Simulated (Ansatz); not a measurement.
**C6H10: how energies converge with the basis set**

How large a basis does C6H10 need? Two functionals are run in growing sets.

Computed with Ansatz 0.2.0, Gaussian basis. Level: one geometry, several basis sets.

Levels to be run: PBE0-D4/def2-SVP; ωB97M-V/def2-SVP; PBE0-D4/def2-QZVPP; ωB97M-V/def2-QZVPP; the functionals' def2-TZVPP values are taken from earlier runs.

**1. The geometry**

The geometry comes from an earlier relaxation with PBE0-D4 in a triple-zeta def2 set; it is a stationary point, not always the lowest conformer.

SMILES `CCC#CCC`, 16 atoms, charge 0, spin multiplicity 1.

Atoms are counted from 1 here; the program's logs count them from 0.

Bond lengths: C1–C2 1.527 Å, C1–H7 1.091 Å, C1–H8 1.092 Å, C1–H9 1.091 Å, C2–C3 1.455 Å, C2–H10 1.095 Å, C2–H11 1.095 Å, C3–C4 1.203 Å, C4–C5 1.455 Å, C5–C6 1.527 Å, C5–H12 1.095 Å, C5–H13 1.095 Å, C6–H14 1.091 Å, C6–H15 1.091 Å, C6–H16 1.092 Å. Angles: C2–C1–H7 110.8°, C2–C1–H8 110.6°, C2–C1–H9 110.8°, H7–C1–H8 108.4°, H7–C1–H9 107.9°, H8–C1–H9 108.4°, C1–C2–C3 112.9°, C1–C2–H10 109.7°, C1–C2–H11 109.7°, C3–C2–H10 109.1°, C3–C2–H11 109.1°, H10–C2–H11 106.0°, C2–C3–C4 178.9°, C3–C4–C5 178.9°, C4–C5–C6 112.9°, C4–C5–H12 109.1°, C4–C5–H13 109.1°, C6–C5–H12 109.7° and more.

**2. PBE0-D4 in def2-SVP**

The input, in.yaml:

```yaml
crystal:
  periodic: [false, false, false]
  atoms:
    - {symbol: C, position_ang: [1.031941, -2.486513, -0.368724]}
    - {symbol: C, position_ang: [1.738795, -1.154270, -0.604965]}
    - {symbol: C, position_ang: [0.895122, -0.006666, -0.309462]}
    - {symbol: C, position_ang: [0.180249, 0.928204, -0.059500]}
    - {symbol: C, position_ang: [-0.705038, 2.040332, 0.249583]}
    - {symbol: C, position_ang: [-2.081430, 1.586962, 0.729511]}
    - {symbol: H, position_ang: [0.143166, -2.569584, -0.996616]}
    - {symbol: H, position_ang: [1.697588, -3.320445, -0.601690]}
    - {symbol: H, position_ang: [0.716681, -2.577979, 0.672101]}
    - {symbol: H, position_ang: [2.644115, -1.102290, 0.009583]}
    - {symbol: H, position_ang: [2.075391, -1.094058, -1.645665]}
    - {symbol: H, position_ang: [-0.813045, 2.671200, -0.639416]}
    - {symbol: H, position_ang: [-0.236688, 2.670816, 1.013202]}
    - {symbol: H, position_ang: [-2.576983, 0.982516, -0.032160]}
    - {symbol: H, position_ang: [-1.995930, 0.982217, 1.633969]}
    - {symbol: H, position_ang: [-2.713933, 2.449526, 0.950250]}
basis:
  gaussian: {orbitals: def2-SVP}
hamiltonian: {xc: pbe0, dispersion: d4}
output: {orbitals: {seedname: orbitals}}
```

Started as:

```bash
$ ansatz run in.yaml --threads 2 --pin off --events-out ev --progress --plain --max-ram 32768MiB --backend cpu
```

Further steps of the session: ωB97M-V in def2-SVP; PBE0-D4 in def2-QZVPP; ωB97M-V in def2-QZVPP.

**Question.** What will the summary of the whole plan be? Wanted: PBE0-D4: double and triple zeta above quadruple; ωB97M-V: double and triple zeta above quadruple.

As calculated:

```
                                       quantity          value
PBE0-D4: double and triple zeta above quadruple  7.26, 0.36 eV
ωB97M-V: double and triple zeta above quadruple  7.65, 0.34 eV
```

**Reading.** PBE0-D4 gains 6.90 eV from double to triple zeta, then 0.36 eV more. These are total energies; as a rule much of such shifts cancels in differences, which this series doesn't test. The LUMO of ωB97M-V is positive and keeps falling with the basis (3.33 to 1.82 eV): an unbound level that the basis holds in place.
